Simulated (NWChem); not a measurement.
**CH4ClSi (SMILES C[SiH]Cl): U-r2SCAN-L/jorge-DZP**

Aim: the vertical doublet–quartet gap of CH4ClSi at U-r2SCAN-L/jorge-DZP, from 2 runs. 

The results are computed with NWChem 7.3.0.

3 further runs of the same task are left out: 1 that didn't finish, 2 set aside as unsound or not needed.

## 1. Starting point

The species is CH4ClSi (7 atoms), meant as a doublet with charge 0. SMILES: `C[SiH]Cl`. The shape is that of a PBE0-D4/def2-TZVP optimisation.

Bond lengths: C1–Si2 1.866 Å, Si2–Cl3 2.064 Å, C1–H4 1.093 Å, C1–H5 1.094 Å, C1–H6 1.091 Å, Si2–H7 1.491 Å. Angles: C1–Si2–Cl3 109.5°, C1–Si2–H7 111.8°, Cl3–Si2–H7 107.0°, Si2–C1–H4 109.9°, Si2–C1–H5 110.0°, Si2–C1–H6 110.9°, H4–C1–H5 108.7°, H4–C1–H6 108.7°, H5–C1–H6 108.6°.

## 2. Energy and forces at U-r2SCAN-L/jorge-DZP

Input file run.py:

```python
from ase import Atoms
from ase.calculators.nwchem import NWChem

atoms = Atoms(['C', 'Si', 'Cl', 'H', 'H', 'H', 'H'], positions=[
    [-0.636800, 0.463300, -0.329000],
    [1.003800, -0.393300, -0.087600],
    [0.685200, -2.302900, 0.627600],
    [-0.475300, 1.484500, -0.682800],
    [-1.182000, 0.503000, 0.618400],
    [-1.249200, -0.066600, -1.060300],
    [1.854400, 0.312100, 0.913700],
])

calc = NWChem(
    label='work',
    theory='dft',
    memory='2200 mb',
    basis='jorge-DZP',
    basispar='spherical bse',
    dft={'xc': 'r2scanl', 'mult': '2', 'grid': 'fine', 'iterations': '200', 'mulliken': None, 'print': 'low'},
)
atoms.calc = calc

forces = atoms.get_forces()
e = atoms.get_potential_energy()
print(f"E = {e:.6f} eV")
print("forces (eV/A):")
for s, f in zip(atoms.symbols, forces):
    print(f"{s:2s} {f[0]:10.5f} {f[1]:10.5f} {f[2]:10.5f}")
```

The run is started by

```console
$ export ASE_NWCHEM_COMMAND="nwchem PREFIX.nwi > PREFIX.nwo"
$ python run.py
```

The log of the run:

```text
E = -21511.549893 eV
forces (eV/A):
C     0.01265   -0.00956   -0.01784
Si    0.30565    0.37816   -0.21191
Cl   -0.08865   -0.52579    0.20235
H     0.03877    0.26179   -0.08834
H    -0.13863    0.00967    0.25804
H    -0.16866   -0.13745   -0.19561
H     0.03893    0.02319    0.05327
```

The calculator wrote work.nwi:

```
title "work"

permanent_dir work

scratch_dir work

start work

geometry units angstrom nocenter noautosym noautoz
  C  -6.3680000000000003e-01 4.6329999999999999e-01 -3.2900000000000001e-01
  Si 1.0038000000000000e+00 -3.9329999999999998e-01 -8.7599999999999997e-02
  Cl 6.8520000000000003e-01 -2.3029000000000002e+00 6.2760000000000005e-01
  H  -4.7530000000000000e-01 1.4844999999999999e+00 -6.8279999999999996e-01
  H  -1.1819999999999999e+00 5.0300000000000000e-01 6.1839999999999995e-01
  H  -1.2492000000000001e+00 -6.6600000000000006e-02 -1.0603000000000000e+00
  H  1.8544000000000000e+00 3.1209999999999999e-01 9.1369999999999996e-01
end

memory 2200 mb

basis spherical bse noprint
   * library jorge-DZP
end

dft
  xc r2scanl
  mult 2
  grid fine
  iterations 200
  mulliken
  print low
end

task dft gradient
```

work.nwo, cut to the lines that bear on the results:

```text
[...]
         Total DFT energy =     -790.534883960780
      One electron energy =    -1364.361569112410
           Coulomb energy =      492.851131899638
    Exchange-Corr. energy =      -56.475734006828
 Nuclear repulsion energy =      137.451287258820
[... 33 lines left out ...]
     -------------------------------------------
      Total Density - Lowdin Population Analysis
[...]
      <S2> =      0.7525 (Exact =     0.7500)
                         DFT ENERGY GRADIENTS
    atom               coordinates                        gradient
                 x          y          z           x          y          z
   1 C      -1.203378   0.875510  -0.621720   -0.000246   0.000186   0.000347
   2 Si      1.896907  -0.743229  -0.165540   -0.005944  -0.007354   0.004121
   3 Cl      1.294840  -4.351850   1.185992    0.001724   0.010225  -0.003935
   4 H      -0.898187   2.805298  -1.290305   -0.000754  -0.005091   0.001718
   5 H      -2.233656   0.950532   1.168607    0.002696  -0.000188  -0.005018
   6 H      -2.360646  -0.125856  -2.003676    0.003280   0.002673   0.003804
   7 H       3.504308   0.589783   1.726643   -0.000757  -0.000451  -0.001036
 Task  times  cpu:       26.7s     wall:       26.7s
 Total times  cpu:       26.8s     wall:       26.8s
```

Wall time 28 s (1 thread of Intel Xeon 6975P-C (Granite Rapids), shared host); peak memory 0.14 GiB.

## 3. The quartet, same level

Input file mymol.nw:

```
start mymol
title "CH4ClSi r2SCAN-L"
memory 2200 mb

geometry noautosym nocenter noautoz
  C     -0.636800     0.463300    -0.329000
  Si     1.003800    -0.393300    -0.087600
  Cl     0.685200    -2.302900     0.627600
  H     -0.475300     1.484500    -0.682800
  H     -1.182000     0.503000     0.618400
  H     -1.249200    -0.066600    -1.060300
  H      1.854400     0.312100     0.913700
end

basis spherical bse
  * library jorge-DZP
end

dft
  xc r2scanl
  mult 4
  grid fine
  iterations 150
  mulliken
end

task dft gradient
```

The run is started by

```console
$ nwchem mymol.nw > mymol.out
```

The log of the run:

```text
[...]
          Wavefunction type:  spin polarized.
          No. of atoms     :     7
          No. of electrons :    41
[...]
          Charge           :     0
          Spin multiplicity:     4
[...]
          AO basis - number of functions:    83
[...]
              XC Information
              --------------
                    r^2SCAN-L Method XC Functional
             r^2SCAN-L metaGGA Exchange Functional  1.000
                   r^2SCAN-L Correlation Potential  1.000
[...]
 d= 0,ls=0.0,diis     1   -790.2285138063 -9.28D+02  1.82D-02  2.18D-01     2.4
[...]
 d= 0,ls=0.0,diis    13   -790.2822280175 -5.36D-08  2.13D-06  1.32D-09    27.7
[...]
         Total DFT energy =     -790.282228017546
      One electron energy =    -1363.645978197204
           Coulomb energy =      492.351422306091
    Exchange-Corr. energy =      -56.438959385253
 Nuclear repulsion energy =      137.451287258820
[...]
      Total Density - Mulliken Population Analysis
     ---------------------------------------------
    Atom       Charge   Shell Charges
 -----------   ------   -------------------------------------------------------
    1 C    6     6.23   0.93  1.05  0.72  0.48  2.53  0.50  0.03
    2 Si  14    14.28   0.39  0.81  0.69  0.14  1.96  0.96  0.42  5.34  0.68  1.47  1.14  0.29
    3 Cl  17    16.93   0.27  0.68  1.01  0.97  1.01  1.00  0.97  5.83  0.96  2.73  1.48  0.03
    4 H    1     0.86   0.71  0.12  0.03
    5 H    1     0.89   0.72  0.14  0.03
    6 H    1     0.88   0.71  0.14  0.03
    7 H    1     0.93   0.66  0.25  0.02
[...]
      <S2> =      3.7536 (Exact =     3.7500)
[...]
  wavefunction    = open shell
                         DFT ENERGY GRADIENTS
    atom               coordinates                        gradient
                 x          y          z           x          y          z
   1 C      -1.203378   0.875510  -0.621720    0.030663  -0.025285  -0.005570
   2 Si      1.896907  -0.743229  -0.165540   -0.050944  -0.068219   0.055043
   3 Cl      1.294840  -4.351850   1.185992    0.021967   0.097286  -0.038017
   4 H      -0.898187   2.805298  -1.290305   -0.002344  -0.003527   0.001225
   5 H      -2.233656   0.950532   1.168607    0.003208   0.001426  -0.006132
   6 H      -2.360646  -0.125856  -2.003676   -0.001587   0.009556   0.004744
   7 H       3.504308   0.589783   1.726643   -0.000963  -0.011235  -0.011294
[...]
```

Run time: 36 s. Hardware: 1 thread of Intel Xeon 6975P-C (Granite Rapids), shared host; peak memory 0.14 GiB.

## 4. Results

At U-r2SCAN-L/jorge-DZP:

```
                                        quantity          value
                           doublet: total energy  -790.53488 Eh
                                   doublet: ⟨S²⟩          0.752
               doublet: largest force on an atom     0.570 eV/Å
                           quartet: total energy  -790.28223 Eh
                          quartet: dipole moment         2.08 D
     quartet: HOMO energy (highest over α and β)       -0.96 eV
                                   quartet: ⟨S²⟩          3.754
               quartet: largest force on an atom     5.489 eV/Å
vertical energy of the quartet above the doublet       6.875 eV
```

**Reading.** At this shape the quartet lies 6.88 eV (663 kJ/mol) above the doublet. The largest force (doublet) is 0.57 eV/Å: the shape isn't a stationary point for this species at this level. Mulliken charges (doublet) run from -0.32 on C1 to +0.28 on Si2; they depend strongly on the basis.
